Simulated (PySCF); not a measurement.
**Functional dependence of a UV spectrum**

Compound: 1-buten-3-yne, C₄H₄.
Bonds: C1–C2 (triple), C2–C3, C3–C4 (double). Hydrogens: H5 on C1; H6 on C3; H7, H8 on C4.

Linear-response calculations in the def2-SVPD basis (PySCF; singlets by full response, triplets Tamm–Dancoff, core orbitals frozen in the response; HF means time-dependent Hartree–Fock). 'Strongest' is the level of largest summed f among the singlets computed (10 roots, of which the last may lack a degenerate partner); it can jump between rows when another state enters that window. S1 is the lowest singlet of each run and needn't be the same state throughout; f(S1) is that of one state. Geometry: PBE0-D3(BJ)/def2-SVP; no solvent, vibrations or thermal averaging.

| functional | kind | S1 (eV) | f(S1) | strongest (eV) | T1 (eV) | HOMO (eV) | gap (eV) | ionisation energy, ΔSCF (eV) |
| --- | --- | --- | --- | --- | --- | --- | --- | --- |
| LDA | LDA | 4.85 | 0.000 | 7.35 | 3.56 | -6.35 | 4.12 | 9.63 |
| PBE | GGA | 4.88 | 0.000 | 7.26 | 3.38 | -6.16 | 4.16 | 9.35 |
| B3LYP | global hybrid, 20% exact exchange | 5.16 | 0.000 | 7.49 | 3.40 | -6.98 | 5.71 | 9.38 |
| PBE0 | global hybrid, 25% exact exchange | 5.26 | 0.000 | 7.63 | 3.34 | -7.20 | 6.15 | 9.36 |
| BHandHLYP | global hybrid, 50% exact exchange | 5.45 | 0.000 | 7.60 | 3.32 | -8.08 | 8.09 | 9.21 |
| wB97X-D | range-separated hybrid | 5.43 | 0.000 | 7.66 | 3.51 | -8.98 | 9.72 | 9.39 |
| LC-wPBE | range-separated hybrid | 5.65 | 0.000 | 7.77 | 3.35 | -9.81 | 11.01 | 9.53 |
| HF | Hartree–Fock | 5.49 | 0.000 | 7.56 | 2.91 | -9.41 | 12.06 | not settled |

**Question.** What does CAM-B3LYP (range-separated hybrid) give?

**Answer.** S1 (eV) 5.41, f(S1) 0.000, strongest (eV) 7.61, T1 (eV) 3.41, HOMO (eV) -8.45, gap (eV) 8.52, ionisation energy, ΔSCF (eV) 9.44. S1 runs from 4.85 eV (LDA) to 5.65 eV (LC-wPBE), a spread of 0.79 eV, while the orbital gap spreads over 7.9 eV. Along PBE (0%), B3LYP (20%), PBE0 (25%), BHandHLYP (50%), HF (100%) S1 rises with the share of exact exchange. −ε(HOMO) comes closest to its own ΔSCF ionisation energy with LC-wPBE (+0.28 eV) and misses most with LDA (-3.28 eV). 'Not settled' means that the ion's SCF failed to converge or may have ended in another state than the lowest.
